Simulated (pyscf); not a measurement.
PySCF, gas phase, ωB97X-D3(BJ)/def2-SVP geometries.

Problem. PBE/def2-TZVP puts the barrier of `[GeH3]` [doublet] + `[CH3][Cl]` → `[CH3][GeH3]` + `[Cl]` [doublet] (substitution at C; doublet surface; C–Cl broken, C–Ge formed) at 13.3 kcal/mol and the reaction energy at +8.7 kcal/mol, from the separated reactants. What do B3LYP-D3(BJ)/def2-TZVP, PBE0-D3(BJ)/def2-TZVP, ωB97M-D3(BJ)/def2-TZVP give on the same structures?

Solution. B3LYP-D3(BJ): ΔE‡ = 15.3 kcal/mol, ΔE = +4.3 kcal/mol; PBE0-D3(BJ): ΔE‡ = 16.6 kcal/mol, ΔE = +5.9 kcal/mol; ωB97M-D3(BJ): ΔE‡ = 20.9 kcal/mol, ΔE = +5.3 kcal/mol. PBE's barrier lies under all of them, by 2.0 to 7.6 kcal/mol. Its reaction energy lies over all of them, by 2.9 to 4.4 kcal/mol. This is the saddle that the search found; another between the same sides may lie lower. The angle at the attacked C is 180°. Left out: the spin-orbit lowering of Cl. Elements up to Kr have no core potential and no relativistic terms here.
